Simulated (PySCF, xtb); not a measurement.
hydrogen fluoride (FH), SMILES F.

GFN2-xTB (xtb 6.7.1) at its own geometry gives an orbital gap of 16.51 eV and a dipole moment of 2.53 D.

Geometry optimised at B3LYP-D3(BJ)/def2-TZVPD.

### Question
What does CAM-B3LYP/def2-TZVPD (PySCF) give? (An estimate is asked for; the answer gives what the named calculation found.)

### Answer
gap 14.32 eV (levels -13.48 and 0.85 eV), dipole 1.84 D.
